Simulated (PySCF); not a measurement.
## Magnesium: a sound run and one with changed settings

Sound run: Mg [Ne] 3s2, Mg⁺ [Ne] 3s1. All numbers are calculated (PySCF 2.14, no relativity, point nucleus, in pcseg-2 (5s3p1d, 19 functions)). In the sound run the correlated levels freeze [Ne]. The sound run starts from symmetry-adapted Hartree-Fock orbitals and uses a fine grid where one is needed.

Changed run: all electrons correlated in a basis built for the valence shell.

```json
{"species": "Mg", "method": "MP2", "sound run (hartree)": "-199.62441", "changed run (hartree)": "-199.64182", "converged": "yes"}
{"species": "Mg", "method": "CCSD(T)", "sound run (hartree)": "-199.63649", "changed run (hartree)": "-199.65465", "converged": "yes"}
{"species": "Mg⁺", "method": "MP2", "sound run (hartree)": "n/a", "changed run (hartree)": "-199.37709", "converged": "yes"}
{"species": "Mg⁺", "method": "CCSD(T)", "sound run (hartree)": "n/a", "changed run (hartree)": "-199.37835", "converged": "yes"}
```

Ionisation energy of Mg:

| method | sound run (eV) | changed run (eV) |
| --- | --- | --- |
| UHF | 6.601 | 6.601 |
| MP2 | 7.161 | 7.204 |
| SCS-MP2 | 7.273 | 7.306 |
| CCSD | 7.490 | 7.510 |
| CCSD(T) | 7.490 | 7.519 |

A valence basis has no tight correlating functions, so it recovers only part of the core correlation, and not evenly between atom and ion.

For comparison, NIST gives 7.646 eV between the lowest levels.
